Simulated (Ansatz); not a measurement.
This geometry of AlH5N (7 atoms, charge 0, multiplicity 2) is a first-order saddle point.

Method: UKS BLYP-D4/def2-SVP in Ansatz 0.2.0.

```xyz
7
Properties=species:S:1:pos:R:3
Al -0.009 -0.038 0.513
H 0.417 -1.078 1.931
H 1.173 0.814 -0.134
H -1.484 -0.191 -0.071
N -0.033 0.145 2.468
H -0.822 -0.125 3.073
H 0.758 0.472 3.039
```

(1) Which two structures does it join? (They come from a converged band through this point; their orientation in space is the band's.)

(2) How far does it lie above each of them?

Results:

(1) Bonds broken: Al1–H2. Bonds formed: H2–N5.

Initial state:

```xyz
7
Properties=species:S:1:pos:R:3
Al -0.011 -0.017 0.695
H 0.598 -1.530 1.228
H 1.172 0.815 0.007
H -1.461 -0.216 0.048
N -0.121 0.348 2.549
H -0.871 0.002 3.164
H 0.693 0.598 3.129
```

Final state:

```xyz
7
Properties=species:S:1:pos:R:3
Al -0.255 -0.194 0.238
H 0.942 -0.837 2.570
H 1.144 0.501 -0.193
H -1.561 0.763 0.297
N 0.116 -0.265 2.334
H -0.680 -0.651 2.865
H 0.293 0.683 2.708
```

(2) 0.52 eV above the first and 1.06 eV above the second. This is the barrier of this one path; another mechanism may lie lower.

Time of the run: 100 s on 1 thread of Intel(R) Xeon(R) 6975P-C (Granite Rapids), on a shared host, peak memory 0.14 GiB.
